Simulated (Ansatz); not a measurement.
**Al₂HO+ (triplet): wave-function methods side by side, cc-pVTZ**

One table from this session's results is given with a row withheld; the runs are named, their logs left out.

Program: Ansatz 0.2.0, Gaussian basis. Level of theory: cc-pVTZ, core rule «outside noble gas», up to 11 orbitals frozen. These are calculated values, not measurements.

To be run: UHF; CCSD(T) on ROHF; CCSD(T) on UHF; BCCD(T) on ROHF; CCSDT(Q) on ROHF; CCSDT(Q) on UHF.

7 further runs of the same task are left out: 2 for a known fault of the program, 5 set aside as unsound or not needed.

### The geometry

The geometry is a PBE0/def2-TZVP stationary point (not a proven minimum) of the parent state, kept for this charge and spin.

4 atoms, charge 1, spin multiplicity 3.

Atoms are counted from 1 here; the program's logs count them from 0.

Bond lengths: Al1–Al2 2.344 Å, Al2–O3 1.647 Å, O3–H4 0.946 Å. Angles: Al1–Al2–O3 180.0°, Al2–O3–H4 180.0°.

Geometry (Å):

```
atom   x (Å)   y (Å)    z (Å)
 Al1  0.0000  0.0000  -2.8185
 Al2  0.0000  0.0000  -0.4741
  O3  0.0000  0.0000   1.1734
  H4  0.0000  0.0000   2.1192
```

The first run:

Input file in.yaml:

```yaml
crystal:
  periodic: [false, false, false]
  atoms:
    - {symbol: Al, position_ang: [0.000000, 0.000000, -2.818500]}
    - {symbol: Al, position_ang: [0.000000, 0.000000, -0.474100]}
    - {symbol: O, position_ang: [0.000000, 0.000000, 1.173400]}
    - {symbol: H, position_ang: [0.000000, 0.000000, 2.119200]}
basis:
  gaussian: {orbitals: cc-pVTZ}
total_charge: 1
magnetization: {spin_polarized: true, initial_magnetization: 2}
hamiltonian: {xc: hf}
output: {orbitals: {seedname: orbitals}}
```

Run with:

```sh
> ansatz run in.yaml --threads 1 --pin off --events-out ev --progress --plain --max-ram 2560MiB --backend cpu
```

Among the steps run: UHF; CCSD(T) on ROHF; CCSD(T) on UHF; BCCD(T) on ROHF; CCSDT(Q) on ROHF; CCSDT(Q) on UHF.

One of the session's tables, all rows but one given; the rest of the session is left out.

It belongs to the step «Misses and costs». 

```
   method  from UCCSDT(Q) (kcal/mol)
     ROHF                    +221.58
      UHF                    +219.77
     RMP2                     +19.62
     UMP2                     +19.51
    RCCSD                          ?
    UCCSD                      +8.91
 RCCSD(T)                      +1.04
 UCCSD(T)                      +1.00
  BCCD(T)                      +0.97
   RCCSDT                      +0.47
   UCCSDT                      +0.43
RCCSDT(Q)                      +0.10
UCCSDT(Q)                          0
```

**Question.** Estimate the row for RCCSD.

The run gave: from UCCSDT(Q) (kcal/mol): +9.01. In the column «from UCCSDT(Q) (kcal/mol)» it lies between UCCSD (+8.91) and UMP2 (+19.51).

Limits of these values: Restricted and unrestricted rows rest on different reference determinants; where their highest levels disagree by more than a few hundredths of an eV, they describe different states and don't form one ladder.
